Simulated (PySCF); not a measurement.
# acetyl fluoride (C₂H₃FO): electronic excitations and core binding energies

What electronic excitations and core binding energies should acetyl fluoride (C₂H₃FO) (`CC(=O)F`) show?

The runs use PySCF 2.14.0, with density-fitted response routines of our own; the level of theory stands in each step. All values are computed, except where a source is named. Atoms count from 0, in the outputs and in this text.

## Step 1: The molecule as given

7 atoms, charge 0, multiplicity 1; geometry from: GFN2-xTB.

Bonds of the start (Å): C0–C1 1.48, C1–O2 1.18, C1–F3 1.37, C0–H4 1.09, C0–H5 1.09, C0–H6 1.09.

## Step 2: TDDFT and polarisability: B3LYP/def2-SVPD

The job: settings as JSON, then the geometry in Å.

```
{"job": {"kind": "uv", "xc": "B3LYP", "basis": "def2-SVPD", "nstates": 8, "ntriplets": 3}, "charge": 0, "multiplicity": 1}
C     -0.654064    -0.090933    -0.014911
C      0.829068    -0.024840    -0.011179
O      1.637412    -0.871838    -0.139327
F      1.243207     1.265680     0.178877
H     -1.030096     0.294433     0.931583
H     -0.982774    -1.114581    -0.163367
H     -1.039418     0.546983    -0.808753
```

Method: TDDFT B3LYP/def2-SVPD, vertical, gas phase, core orbitals frozen in the response.

Run with:

```bash
$ OMP_NUM_THREADS=1 python probes_run.py task.json out
```

The driver reads the jobs from task.json and runs them one after another.

The log of the run:

```text
coarse grid: 6208 points
cycle   1  E = -252.7309070283  dE =  5.474e-01  |g| = 8.820e-01  |ddm| = 3.279e+00
cycle   2  E = -252.2257507872  dE =  5.052e-01  |g| = 1.855e+00  |ddm| = 2.136e+00
cycle   3  E = -252.8681165626  dE = -6.424e-01  |g| = 2.608e-01  |ddm| = 1.590e+00
cycle   4  E = -252.8797922808  dE = -1.168e-02  |g| = 8.338e-02  |ddm| = 2.393e-01
cycle   5  E = -252.8807753143  dE = -9.830e-04  |g| = 2.554e-02  |ddm| = 6.717e-02
cycle   6  E = -252.8809214829  dE = -1.462e-04  |g| = 4.282e-03  |ddm| = 2.901e-02
cycle   7  E = -252.8809251099  dE = -3.627e-06  |g| = 9.928e-04  |ddm| = 5.002e-03
final grid: 61344 points
cycle   8  E = -252.9263416121  dE = -1.560e-05  |g| = 6.629e-03  |ddm| = 4.630e-02
cycle   9  E = -252.9263259773  dE =  1.563e-05  |g| = 1.136e-02  |ddm| = 1.454e-02
cycle  10  E = -252.9263496804  dE = -2.370e-05  |g| = 1.465e-03  |ddm| = 8.802e-03
cycle  11  E = -252.9263500843  dE = -4.039e-07  |g| = 2.963e-04  |ddm| = 1.330e-03
cycle  12  E = -252.9263500976  dE = -1.322e-08  |g| = 9.455e-05  |ddm| = 2.645e-04
cycle  13  E = -252.9263500993  dE = -1.764e-09  |g| = 9.913e-06  |ddm| = 1.023e-04
cycle  14  E = -252.9263500993  dE = -2.404e-11  |g| = 1.078e-06  |ddm| = 1.339e-05
converged SCF energy = -252.9263500993

Static polarisability (au): isotropic 29.508, principal 23.641 30.275 34.607

Singlet excitations
state   eV       nm        f      main configurations
  1   6.0477    205.0   0.00111   H->L 0.99
  2   8.1238    152.6   0.03106   H->L+1 0.98
  3   8.6241    143.8   0.00002   H-2->L 0.98
  4   9.1257    135.9   0.09087   H-1->L 0.68, H->L+2 0.20
  5   9.6736    128.2   0.06102   H->L+2 0.75, H-1->L 0.12
  6   9.7894    126.7   0.00001   H-4->L 0.67, H-1->L+1 0.31
  7   9.8106    126.4   0.00163   H-1->L+1 0.68, H-4->L 0.30
  8  10.0323    123.6   0.11546   H-3->L 0.62, H->L+3 0.32

Triplet excitations (Tamm-Dancoff, eV): 5.4635 6.6251 7.9997
```

Wall time 7.2 s (1 thread of Arm Neoverse V1, shared host); peak memory 0.43 GiB.

The orbitals next to the gap, with their largest atomic shares:

```
orbital      eV                      atoms
 HOMO−3  -12.00  C0 34 %, F3 31 %, H6 14 %
 HOMO−2  -11.21   F3 59 %, C0 18 %, H5 8 %
 HOMO−1  -10.65  O2 51 %, F3 22 %, C1 17 %
   HOMO   -8.94   O2 69 %, F3 11 %, C1 9 %
   LUMO   -0.93   C1 40 %, O2 33 %, F3 9 %
 LUMO+1    0.15  C0 32 %, C1 23 %, H6 11 %
 LUMO+2    1.50  C1 22 %, F3 17 %, O2 16 %
```

With each of the 8 states as a Gaussian band of 0.4 eV half-width at 1/e, the curve within the window shown has maxima at 153 nm (ε 1,300), 134 nm (ε 4,300), 125 nm (ε 6,100) L/(mol cm). Beyond the last state computed it falls off for lack of states. The curve at chosen wavelengths:

| nm | ε (L/mol/cm) |
| --- | --- |
| 120 | 2840 |
| 124 | 6002 |
| 129 | 4851 |
| 133 | 4248 |
| 137 | 3787 |
| 141 | 1942 |
| 146 | 839 |
| 150 | 1145 |
| 154 | 1220 |
| 159 | 648 |
| 163 | 236 |
| 167 | 59 |
| 171 | 11 |
| 176 | 1 |
| 180 | 1 |
| 184 | 2 |
| 188 | 7 |
| 193 | 19 |
| 197 | 31 |
| 201 | 41 |
| 206 | 45 |
| 210 | 40 |
| 214 | 30 |
| 218 | 20 |
| 223 | 10 |
| 227 | 5 |

Leading natural transition orbitals of singlet state 8: the hole lies on H4, H6 about 25 % each; F3 25 %; C0 20 %; the particle on C1 50 %; O2 30 %; F3 7 %.

Leading natural transition orbitals of singlet state 1: the hole lies on O2 76 %; F3 11 %; the particle on C1 50 %; O2 31 %; F3 7 %.

Ground-state properties from the same run:

```
           property  computed
  dipole moment (D)      3.07
polarisability (Å³)      4.37
 HOMO–LUMO gap (eV)      8.01
      −ε(HOMO) (eV)      8.94
```

Orbitals, density, ELF and potential are computed afterwards from the orbital file.

Frontier orbitals at B3LYP/def2-SVPD, with the share of their density that lies nearest to each atom:

```csv
orbital,energy (eV),lies on
HOMO,-8.94,"O2 73 %; F3 11 %; C0, C1 about 6 % each"
LUMO,-0.93,C1 48 %; O2 30 %; F3 7 %
```

ELF in a plane through or near 5 of the atoms.

Ten even steps from '0' (0.00) to '9' (1.00):
```
0000000000000000000000000000
0000000000000000000000000000
0000000000000000000000000000
0000000011110000000000000000
0000012345543100000000000000
0000024577875200000000000000
0000046873886100111000000000
0000047882673013553200000000
0000024677863235665310000000
0000000024204852235310000000
0000134466372852235420000000
0001478877854567999862000000
0001489824763148999985000000
0001378867873028999996100000
0000146788873005999972000000
0000024567652001688620000000
0000001223210000000000000000
0000000000000000000000000000
0000000000000000000000000000
0000000000000000000000000000
```
The map spans 8.3 Å across and 7.5 Å up, centred on the molecule. Atoms in the plane (x, y in Å): C0 (0.7, 0.0), C1 (-0.8, -0.1), O2 (-1.5, -1.0), F3 (-1.4, 1.2), H5 (1.1, -1.0).

On the surface of density 0.002 e/bohr³ the electrostatic potential runs, from the 1st to the 99th percentile, from -1.35 V near O2 to 1.45 V near C1.

## Step 3: Core holes by ΔSCF: SCAN, X2C

Settings changed since step 2:

```diff
@@ -1,2 +1,2 @@
-{"job": {"kind": "uv", "xc": "B3LYP", "basis": "def2-SVPD", "nstates": 8, "ntriplets": 3}, "charge": 0, "multiplicity": 1}
+{"job": {"kind": "xps"}, "charge": 0, "multiplicity": 1}
 C     -0.654064    -0.090933    -0.014911
```

With the program's defaults for keys left out, this is: delta-SCF UKS SCAN, pcX-2 on the ionised atom, pcseg-1 elsewhere, spin-free X2C.

The log of the run:

```text
ground state, core basis on atom 0 (C), 102 functions
  cycle   1  E = -253.02047273  |g| = 8.09e-01
  cycle   2  E = -252.50628308  |g| = 1.80e+00
  cycle   3  E = -253.12271941  |g| = 3.42e-01
  cycle   4  E = -253.14385294  |g| = 9.01e-02
  cycle   5  E = -253.14487202  |g| = 4.03e-02
  cycle   6  E = -253.14521461  |g| = 5.63e-03
  cycle   7  E = -253.14521871  |g| = 2.18e-03
  cycle   8  E = -253.14521994  |g| = 2.61e-04
  E(ground) = -253.14834307 Eh
hole in C 1s of atom 0
  cycle   1  E = -241.86488544  |g| = 1.50e+00
  cycle   2  E = -241.19578099  |g| = 1.84e+00
  cycle   3  E = -242.26350013  |g| = 6.11e-01
  cycle   4  E = -242.31308403  |g| = 4.94e-01
  cycle   5  E = -242.39990801  |g| = 1.40e-01
  cycle   6  E = -242.40578483  |g| = 5.37e-02
  cycle   7  E = -242.40671970  |g| = 8.46e-03
  cycle   8  E = -242.40675439  |g| = 3.45e-03
  cycle   9  E = -242.40676135  |g| = 9.83e-04
  cycle  10  E = -242.40676346  |g| = 3.89e-04
  E(ion) = -242.40924874 Eh   <S^2> = 0.7666   hole on atom = 1.000   binding energy = 292.226 eV
ground state, core basis on atom 1 (C), 102 functions
  cycle   1  E = -253.15473020  |g| = 5.93e-02
  cycle   2  E = -253.15470620  |g| = 2.23e-02
  cycle   3  E = -253.15464534  |g| = 2.90e-02
  cycle   4  E = -253.15480811  |g| = 8.64e-03
  cycle   5  E = -253.15482141  |g| = 1.97e-03
  cycle   6  E = -253.15482158  |g| = 4.25e-04
  E(ground) = -253.15776658 Eh
hole in C 1s of atom 1
  cycle   1  E = -241.74288894  |g| = 1.50e+00
  cycle   2  E = -240.58884729  |g| = 2.24e+00
  cycle   3  E = -242.05528718  |g| = 7.50e-01
  cycle   4  E = -242.11451708  |g| = 6.08e-01
  cycle   5  E = -242.24871646  |g| = 2.28e-01
  cycle   6  E = -242.26543905  |g| = 5.91e-02
  cycle   7  E = -242.26682360  |g| = 2.12e-02
  cycle   8  E = -242.26710054  |g| = 6.70e-03
  cycle   9  E = -242.26716205  |g| = 3.67e-03
  cycle  10  E = -242.26720930  |g| = 2.00e-03
  cycle  11  E = -242.26722284  |g| = 6.41e-04
  cycle  12  E = -242.26722362  |g| = 2.48e-04
  E(ion) = -242.26932797 Eh   <S^2> = 0.8029   hole on atom = 1.000   binding energy = 296.290 eV
ground state, core basis on atom 2 (O), 102 functions
  cycle   1  E = -253.17427271  |g| = 9.82e-02
  cycle   2  E = -253.17285042  |g| = 9.65e-02
  cycle   3  E = -253.17337160  |g| = 8.04e-02
  cycle   4  E = -253.17453750  |g| = 5.69e-03
  cycle   5  E = -253.17454379  |g| = 1.21e-03
  cycle   6  E = -253.17454411  |g| = 4.28e-04
  E(ground) = -253.17465989 Eh
hole in O 1s of atom 2
  cycle   1  E = -232.55052661  |g| = 2.22e+00
  cycle   2  E = -231.98858499  |g| = 2.27e+00
  cycle   3  E = -233.19959394  |g| = 6.85e-01
  cycle   4  E = -233.24160861  |g| = 5.91e-01
  cycle   5  E = -233.35538734  |g| = 9.82e-02
  cycle   6  E = -233.35900448  |g| = 3.46e-02
  cycle   7  E = -233.35959313  |g| = 7.39e-03
  cycle   8  E = -233.35961128  |g| = 3.17e-03
  cycle   9  E = -233.35961472  |g| = 1.03e-03
  cycle  10  E = -233.35961589  |g| = 2.91e-04
  E(ion) = -233.36167549 Eh   <S^2> = 0.7646   hole on atom = 1.000   binding energy = 539.139 eV
ground state, core basis on atom 3 (F), 102 functions
  cycle   1  E = -253.18825012  |g| = 1.42e-01
  cycle   2  E = -253.18059710  |g| = 2.21e-01
  cycle   3  E = -253.18871481  |g| = 7.01e-02
  cycle   4  E = -253.18963170  |g| = 2.51e-03
  cycle   5  E = -253.18963274  |g| = 1.20e-03
  cycle   6  E = -253.18963315  |g| = 4.00e-04
  E(ground) = -253.19487162 Eh
hole in F 1s of atom 3
  cycle   1  E = -226.81451864  |g| = 2.58e+00
  cycle   2  E = -226.31379125  |g| = 2.41e+00
  cycle   3  E = -227.25204183  |g| = 1.06e+00
  cycle   4  E = -227.52827642  |g| = 6.87e-01
  cycle   5  E = -227.70483724  |g| = 6.68e-02
  cycle   6  E = -227.70616349  |g| = 4.01e-02
  cycle   7  E = -227.70696949  |g| = 6.51e-03
  cycle   8  E = -227.70698656  |g| = 1.75e-03
  cycle   9  E = -227.70698823  |g| = 5.64e-04
  cycle  10  E = -227.70698863  |g| = 2.02e-04
  E(ion) = -227.71793356 Eh   <S^2> = 0.7579   hole on atom = 1.000   binding energy = 693.263 eV
```

Wall time 10 s (1 thread of Arm Neoverse V1, shared host); peak memory 0.34 GiB.

The holes in one table. −ε is the ground-state orbital energy:

| hole | stands for | environment | ΔSCF (eV) | −ε (eV) | ⟨S²⟩ |
| --- | --- | --- | --- | --- | --- |
| C1s on C0 | C0 | methyl carbon α to a carbonyl | 292.23 | 274.6 | 0.767 |
| C1s on C1 | C1 | carbonyl carbon | 296.29 | 278.2 | 0.803 |
| O1s on O2 | O2 | carbonyl oxygen | 539.14 | 517.2 | 0.765 |
| F1s on F3 | F3 | fluorine bonded to C | 693.26 | 667.3 | 0.758 |

## Step 4: What came out

```
                                quantity                         value
        lowest singlet (B3LYP/def2-SVPD)   6.05 eV (205 nm), f = 0.001
brightest single state of those computed  state 8, 10.03 eV, f = 0.115
                          lowest triplet                       5.46 eV
   surface potential, 1st and 99th percentile            -1.35 V and 1.45 V
        C1s binding energies, SCAN/pcX-2       C1 296.29, C0 292.23 eV
        O1s binding energies, SCAN/pcX-2                  O2 539.14 eV
        F1s binding energies, SCAN/pcX-2                  F3 693.26 eV
```

In words: The lowest singlet, at 6.05 eV, is HOMO→LUMO 0.99 and is weak; of the 8 states computed, the strongest absorption comes from state 8 at 10.03 eV (the last computed, so partners may be missing). The lowest triplet lies 0.58 eV below the lowest singlet (triplets in Tamm-Dancoff, singlets in full TDDFT). States above −ε(HOMO) lie where TDDFT describes them poorly and they hang on the basis; the brightest is among them. At B3LYP/def2-SVPD, counted by nearest atom on the grid, the HOMO lies on O2 73 %; F3 11 %, the LUMO on C1 48 %; O2 30 %. C1 (carbonyl carbon) binds its C1s electron 4.06 eV more tightly than C0 (methyl carbon α to a carbonyl).
